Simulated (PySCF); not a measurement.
PySCF input (HF/def2-TZVPD):

```python
from pyscf import gto, scf, dft

mol = gto.M(
    atom='''
    O    -0.30458721    0.19762960    1.31889288
    C    -0.03243289    0.06952811    0.12404499
    C     0.06384060    1.22182198   -0.72543176
    C     0.20799554   -1.29522990   -0.48804874
    H     0.10765842   -2.06113252    0.27710537
    H    -0.10669852    2.19920992   -0.29602167
    H     0.30111069    1.13922735   -1.77801202
    H     1.20692602   -1.34813023   -0.92741048
    H    -0.50871857   -1.48693247   -1.29019125
    ''',
    basis='def2-tzvpd',
    charge=0,
    spin=1,
    verbose=4,
)

mf = scf.UHF(mol).density_fit(auxbasis='def2-universal-jkfit')
mf.conv_tol = 1e-9
mf.max_cycle = 100
mf.max_memory = 1500
mf.kernel()
if not mf.converged:
    mf = mf.newton()
    mf.kernel(mf.make_rdm1())
for _ in range(2):
    mo, _, stable, _ = mf.stability(return_status=True)
    if stable:
        break
    mf.kernel(mf.make_rdm1(mo, mf.mo_occ))
mf.analyze()
```

End of the output:

```
Extra cycle  E= -191.419723243822  delta_E= -6.71e-12  |g|= 1.7e-06  |ddm|= 6.03e-06
converged SCF energy = -191.419723243822  <S^2> = 0.8958545  2S+1 = 2.1408919
uhf_internal: lowest eigs of H = [0.13919602 0.19284813 0.43909648]
<class 'pyscf.df.df_jk.DFUHF'> wavefunction is stable in the internal stability analysis
**** SCF Summaries ****
Total Energy =                        -191.419723243822204
Nuclear Repulsion Energy =             112.125922183573380
One-electron Energy =                 -481.767922209840606
Two-electron Energy =                  178.222276782445050
Two-electron Coulomb Energy =          203.821789427737372
DFT Exchange-Correlation Energy =      -25.599512645292322
HOMO-LUMO gap [eV] =                    12.797885340669923
**** MO energy ****
                             alpha | beta                alpha | beta
MO #1   energy= -20.5734189945408  | -20.5505351478255  occ= 1 | 1
MO #2   energy= -11.3094577025876  | -11.3207495225476  occ= 1 | 1
MO #3   energy= -11.2621481600781  | -11.2415457361762  occ= 1 | 1
MO #4   energy= -11.2315667893594  | -11.2306346950101  occ= 1 | 1
MO #5   energy= -1.41241363383587  | -1.36125649618278  occ= 1 | 1
MO #6   energy= -1.05321391771543  | -1.02388176787928  occ= 1 | 1
MO #7   energy= -0.968292631638302 | -0.927776098073792 occ= 1 | 1
MO #8   energy= -0.751630526698875 | -0.739072244474539 occ= 1 | 1
MO #9   energy= -0.659563474917253 | -0.652257905990235 occ= 1 | 1
MO #10  energy= -0.656839825964608 | -0.640876702204293 occ= 1 | 1
MO #11  energy= -0.624740274148344 | -0.597410214400519 occ= 1 | 1
MO #12  energy= -0.577879711230239 | -0.568313992001116 occ= 1 | 1
MO #13  energy= -0.555212931492197 | -0.543930587625145 occ= 1 | 1
MO #14  energy= -0.547520936437189 | -0.455274850860523 occ= 1 | 1
MO #15  energy= -0.447214662848491 | -0.425580017136244 occ= 1 | 1
MO #16  energy= -0.413169758795846 | 0.0571438566614358 occ= 1 | 0
MO #17  energy= 0.0657100948686278 | 0.067212191831424  occ= 0 | 0
MO #18  energy= 0.089716234937709  | 0.0906104388244277 occ= 0 | 0
MO #19  energy= 0.0953139138881581 | 0.0956002808939427 occ= 0 | 0
MO #20  energy= 0.118195625600087  | 0.114638880504455  occ= 0 | 0
MO #21  energy= 0.135861068406425  | 0.137147240163298  occ= 0 | 0
MO #22  energy= 0.137924605748505  | 0.139059196988187  occ= 0 | 0
MO #23  energy= 0.146396921497841  | 0.147013449177611  occ= 0 | 0
MO #24  energy= 0.149427847619436  | 0.162952962876222  occ= 0 | 0
MO #25  energy= 0.181275840597443  | 0.187510540312856  occ= 0 | 0
MO #26  energy= 0.186622028309153  | 0.195959386343313  occ= 0 | 0
MO #27  energy= 0.198566676981804  | 0.199264617499843  occ= 0 | 0
MO #28  energy= 0.216442268073531  | 0.233148158304337  occ= 0 | 0
MO #29  energy= 0.229741980718729  | 0.236147227583844  occ= 0 | 0
MO #30  energy= 0.240547383640821  | 0.2402637897908    occ= 0 | 0
MO #31  energy= 0.250969848157811  | 0.262154510145789  occ= 0 | 0
MO #32  energy= 0.266856250388959  | 0.279073730730584  occ= 0 | 0
MO #33  energy= 0.278868044799499  | 0.292967760065586  occ= 0 | 0
MO #34  energy= 0.291632759856481  | 0.299245344387312  occ= 0 | 0
MO #35  energy= 0.306867411432591  | 0.309351527343567  occ= 0 | 0
MO #36  energy= 0.324436263843489  | 0.32096800303944   occ= 0 | 0
MO #37  energy= 0.332030659151789  | 0.331424731860874  occ= 0 | 0
MO #38  energy= 0.333482680385546  | 0.338690560924132  occ= 0 | 0
MO #39  energy= 0.358458819549426  | 0.359090872795223  occ= 0 | 0
MO #40  energy= 0.361103895324672  | 0.364252564770517  occ= 0 | 0
MO #41  energy= 0.383828900872614  | 0.386584349619247  occ= 0 | 0
MO #42  energy= 0.384601875525755  | 0.387568045008635  occ= 0 | 0
MO #43  energy= 0.392468089550944  | 0.396100560443523  occ= 0 | 0
MO #44  energy= 0.397977547663838  | 0.399247393415023  occ= 0 | 0
MO #45  energy= 0.40468813826988   | 0.414030375048279  occ= 0 | 0
MO #46  energy= 0.41615029823258   | 0.416222566340374  occ= 0 | 0
MO #47  energy= 0.41877402222006   | 0.421114837583269  occ= 0 | 0
MO #48  energy= 0.426895383046814  | 0.438452095052015  occ= 0 | 0
MO #49  energy= 0.450096847958507  | 0.449994672796764  occ= 0 | 0
MO #50  energy= 0.452652461982142  | 0.451944506045754  occ= 0 | 0
MO #51  energy= 0.459526950376931  | 0.465848037439325  occ= 0 | 0
MO #52  energy= 0.46377485771311   | 0.47274853924176   occ= 0 | 0
MO #53  energy= 0.483491676910812  | 0.484040626003852  occ= 0 | 0
MO #54  energy= 0.483847459964605  | 0.490693903889992  occ= 0 | 0
MO #55  energy= 0.49065731916971   | 0.491683284504317  occ= 0 | 0
MO #56  energy= 0.518636061366643  | 0.51931566713914   occ= 0 | 0
MO #57  energy= 0.524718947896612  | 0.527936443545876  occ= 0 | 0
MO #58  energy= 0.526973033339065  | 0.534344900381067  occ= 0 | 0
MO #59  energy= 0.534474835086931  | 0.535757252260236  occ= 0 | 0
MO #60  energy= 0.539581380385759  | 0.543272823156475  occ= 0 | 0
MO #61  energy= 0.563082054891211  | 0.573347191204714  occ= 0 | 0
MO #62  energy= 0.587841402715576  | 0.604496859707762  occ= 0 | 0
MO #63  energy= 0.617510136412903  | 0.621080242999127  occ= 0 | 0
MO #64  energy= 0.652474440306631  | 0.651150296448598  occ= 0 | 0
MO #65  energy= 0.669034062661689  | 0.679074016528108  occ= 0 | 0
MO #66  energy= 0.685076250154803  | 0.686570745475044  occ= 0 | 0
MO #67  energy= 0.687506472269379  | 0.688449828493406  occ= 0 | 0
MO #68  energy= 0.702949135715922  | 0.705070584064746  occ= 0 | 0
MO #69  energy= 0.722284832000035  | 0.731967407894394  occ= 0 | 0
MO #70  energy= 0.732504396233182  | 0.734677921258271  occ= 0 | 0
MO #71  energy= 0.737485537252503  | 0.745237059846035  occ= 0 | 0
MO #72  energy= 0.759329736348999  | 0.761613306898636  occ= 0 | 0
MO #73  energy= 0.778428682153015  | 0.78252376295407   occ= 0 | 0
MO #74  energy= 0.804370513675558  | 0.804525497881489  occ= 0 | 0
MO #75  energy= 0.831282530756816  | 0.837133002282942  occ= 0 | 0
MO #76  energy= 0.840028927890719  | 0.844877090095535  occ= 0 | 0
MO #77  energy= 0.843287596974819  | 0.849019649170585  occ= 0 | 0
MO #78  energy= 0.868897342906042  | 0.870500333459837  occ= 0 | 0
MO #79  energy= 0.869295123763865  | 0.874555306601519  occ= 0 | 0
MO #80  energy= 0.889360083510404  | 0.89060068013124   occ= 0 | 0
MO #81  energy= 0.90890376288417   | 0.910971857386778  occ= 0 | 0
MO #82  energy= 0.926150883061754  | 0.929397512786616  occ= 0 | 0
MO #83  energy= 0.96212577030996   | 0.964664649697617  occ= 0 | 0
MO #84  energy= 0.987537213729141  | 0.990199901637904  occ= 0 | 0
MO #85  energy= 1.00364671574336   | 1.03143071349157   occ= 0 | 0
MO #86  energy= 1.04495100881728   | 1.04914217635268   occ= 0 | 0
MO #87  energy= 1.05675235446504   | 1.07949179923278   occ= 0 | 0
MO #88  energy= 1.09746720530232   | 1.10920430608699   occ= 0 | 0
MO #89  energy= 1.12613115042902   | 1.13467576388226   occ= 0 | 0
MO #90  energy= 1.13163028275166   | 1.16128483063832   occ= 0 | 0
MO #91  energy= 1.21400493337066   | 1.22714680337996   occ= 0 | 0
MO #92  energy= 1.25762736347955   | 1.26222243228054   occ= 0 | 0
MO #93  energy= 1.32359495940369   | 1.33662951430187   occ= 0 | 0
MO #94  energy= 1.35512174267962   | 1.35630288862253   occ= 0 | 0
MO #95  energy= 1.37733875650365   | 1.38228079422267   occ= 0 | 0
MO #96  energy= 1.41269119971315   | 1.41154522902035   occ= 0 | 0
MO #97  energy= 1.4310026102217    | 1.44262779186286   occ= 0 | 0
MO #98  energy= 1.44431231567426   | 1.44942521155646   occ= 0 | 0
MO #99  energy= 1.46293463012321   | 1.47032074008923   occ= 0 | 0
MO #100 energy= 1.47305695458928   | 1.48379627555178   occ= 0 | 0
MO #101 energy= 1.61163343484389   | 1.61078430147279   occ= 0 | 0
MO #102 energy= 1.66606580759678   | 1.66582488857464   occ= 0 | 0
MO #103 energy= 1.76814873346234   | 1.77138798507638   occ= 0 | 0
MO #104 energy= 1.83534645039727   | 1.86675625444018   occ= 0 | 0
[...]
```

It need not be the lowest isomer of its formula.

The determinant is spin-contaminated: <S^2> is 0.90 against 0.75 for a pure state.
